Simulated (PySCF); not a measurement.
Computed shifts of a molecule C₃H₆O, PBE0/pcSseg-1 run with PySCF, GIAO, gas phase, equivalent atoms averaged, in ppm (number of nuclei): ¹³C: 209.2 (1), 33.7 (2). ¹H: 2.36 (6). References: ¹³C against TMS (σ = 186.3 ppm); ¹⁷O against H2O (σ = 334.2 ppm); ¹H against TMS (σ = 31.56 ppm), references at their B3LYP-D3(BJ)/def2-TZVP geometries, non-relativistic. Geometry optimised at B3LYP-D3(BJ)/def2-SVP. The values are those of a single conformer.

Pick the molecule that these values belong to.
(A) C1COC1
(B) CC(C)=O
(C) C=COC
(D) OC1CC1

B, CC(C)=O
